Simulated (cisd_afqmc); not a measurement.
System: CH2, charge 0, triplet. CH2 (SMILES [CH2], triplet).
B3LYP-D3(BJ)/def2-TZVP minimum from Ansatz:
```xyz
3

C      0.0094     0.0032     0.1026
H     -0.0192     0.9863    -0.3393
H     -0.0373    -1.0052    -0.2764
```
Charge 0, spin multiplicity 3.

Phaseless AFQMC (cisd_afqmc on Ansatz's integrals) in cc-pVTZ, frozen core: how the trial state and the time step act. The spread is the standard deviation of the local energy over walkers; bars are one sigma, widened where a walk drifts.

| trial | step (1/Eh) | walkers x blocks averaged | spread (Eh) | energy (Eh) |
|---|---|---|---|---|
| CISD | 0.005 | 26500 | 0.010 | -39.0786 ± 0.0002 |
| CISD | 0.0025 | 26900 | 0.009 | -39.0783 ± 0.0002 |
| HF | 0.005 | 280300 | 0.096 | -39.0784 ± 0.0004 |

At a given step the bar falls as the inverse root of the samples and grows with the spread.

CCSDT(Q) in the same basis (Ansatz) gives -39.0784 Eh.
